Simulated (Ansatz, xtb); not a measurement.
**ClHOSi: which of two isomers lies lower**

Structure X is `O[Si]Cl`, a singlet and structure Y is `O=[SiH]Cl`, a singlet. Both are isolated molecules in the gas phase, relaxed with BLYP-D3(BJ)/def2-SVP; the shapes shown needn't be the lowest conformers.

X (Å):

```yaml
atoms:
  - { symbol: Cl, position_ang: [-1.3628, 3.2452, 0.2854] }
  - { symbol: O, position_ang: [-2.0169, 0.4559, -0.5149] }
  - { symbol: Si, position_ang: [-1.6474, 1.8655, -1.3504] }
  - { symbol: H, position_ang: [-2.0402, 0.4845, 0.4649] }
```

Y (Å):

```xyz
4

Cl    1.3470    0.8966    0.3557
O     0.1001   -2.0448   -0.0456
Si   -0.0378   -0.6237    0.5486
H    -1.1779   -0.1033    1.3554
```

Energies in hartree; the thermal terms are from BLYP-D3(BJ)/def2-SVP harmonic frequencies (ideal gas, rigid rotor, one conformer each, 298.15 K, 1 atm) and include the zero-point energy:

|  | X | Y |
| --- | --- | --- |
| E, CCSD(T)/def2-TZVPP | −824.583785 | −824.563135 |
| zero-point energy | 0.014633 | 0.012508 |
| H(298 K) − E | 0.019551 | 0.017268 |
| G(298 K) − E | −0.012362 | −0.014184 |

Question: Work out ΔE, ΔE₀, ΔH and ΔG for X → Y in kJ/mol (1 Eh = 2625.50 kJ/mol) and the equilibrium ratio [Y]/[X].

Answer: 1. ΔE = −824.563135 − (−824.583785) = +0.020650 Eh = +54.22 kJ/mol.
2. ΔE₀ = ΔE + ΔZPE = +0.020650 + (−0.002125) Eh = +48.64 kJ/mol.
3. ΔH = ΔE + (−0.002283) Eh = +48.22 kJ/mol.
4. ΔG = ΔE + (−0.001822) Eh = +49.43 kJ/mol, so ΔS = (ΔH − ΔG)/T = −4.1 J/(mol K).
5. kT = 0.9442 mEh, so K = [Y]/[X] = exp(−ΔG/kT) = exp(−19.94) ≈ 2.2 × 10^−9.

Structure X is favoured at this temperature. An error of 4 kJ/mol in ΔG would change K by a factor of 5. GFN2-xTB gave ΔE the other sign. Mirror images and further conformers aren't counted.

As drawn, Y has 1 O=Si, 1 Si–H in place of 1 O–Si, 1 O–H.

Other levels gave ΔE = −122.9 (GFN2-xTB); +203.7 (HF/STO-3G, GFN2-xTB geometries); +54.6 (r2SCAN-D4/def2-SVP, GFN2-xTB geometries); +58.8 (BLYP-D3(BJ)/def2-SVP); +75.7 (HF/def2-TZVPP); +37.8 (MP2/def2-TZVPP) kJ/mol. The correlated steps freeze 11 core orbitals. Programs: Ansatz 0.2.0, xtb 6.7.1.
